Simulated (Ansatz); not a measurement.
Cartesian coordinates (Å):
```xyz
2

O      0.4875     0.0000     0.0000
H     -0.4875     0.0000     0.0000
```
Charge 0, spin multiplicity 2.

Calculation: frozen-core CCSD(T)/def2-TZVPP // CAM-B3LYP-D3(BJ)/def2-TZVP (Ansatz, a quantum-chemistry and plane-wave program).

| Property | Result |
|---|---|
| HF energy | -75.42362 Ha |
| MP2 correlation energy | -0.19876 Ha |

Estimate the CCSD correlation energy, the (T) correction, the total energy and the T1 diagnostic.


```
Item                           Result
-----------------------  ------------
CCSD correlation energy   -0.21282 Ha
(T) correction            -0.00506 Ha
CCSD(T) total energy     -75.64149 Ha
T1 diagnostic                   0.008
```
